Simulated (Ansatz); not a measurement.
**Match the barriers**

Saddle point of CH$_{6}$SSi, singlet (CH₆SSi ([CH3][SiH2][SH]) → CH₄SSi ([CH3][SiH][S]) + H₂; bonds formed: H2–H4; bonds broken: Si1–H2, S3–H4), PBE0-D4/def2-TZVP structure:

```
atom    x (Å)    y (Å)    z (Å)
 Si1  -0.5852  -0.3361  -0.1851
  H2  -0.0645  -1.3090   1.1191
  S3  -0.3527  -1.8005  -1.5569
  H4  -0.0484  -1.8327   0.2984
  H5  -1.9166  -0.0232   0.3969
  C6   0.5713   1.0997  -0.0239
  H7   0.3279   1.8130  -0.8190
  H8   0.4634   1.6066   0.9373
  H9   1.6050   0.7822  -0.1667
```

Computed with Ansatz 0.2.0 (basis: def2-TZVPP, with def2-QZVPP for the basis limit); correlated methods freeze the cores. B3LYP uses VWN-RPA correlation. Extrapolation: Hartree–Fock as exp(−7.88 √X), correlation as X^−2.97. Four methods, as single points on the PBE0-D4 structures, gave these electronic barriers from the start structure: 47.23, 50.23, 55.08, 63.74 kcal/mol.

Q: The methods were, in alphabetical order, B3LYP-D4, BHLYP-D4, BLYP-D4, HF. Which gave which? (A judgement: the text doesn't fix the answer.)

A: Computed: BLYP-D4 47.23; B3LYP-D4 50.23; BHLYP-D4 55.08; HF 63.74 kcal/mol. For comparison, CCSD(T) at an estimated basis limit (MP2 extrapolated from triple and quadruple zeta, plus CCSD(T) − MP2 in triple zeta) gives 51.13 kcal/mol.

The T1 diagnostic stays at or below 0.017.

Labels in which every atom is bracketed show which atoms are joined, not bond orders.

For scale, one of the runs: CCSD(T)/def2-TZVPP, 199 basis functions, launched by `ansatz run in.yaml --threads 2 --pin off --events-out ev --progress --plain --max-ram 4352MiB`. Hardware: 2 CPU threads of an Arm Neoverse V2, shared host. Wall time 47 s; peak host memory 2.2 GiB.
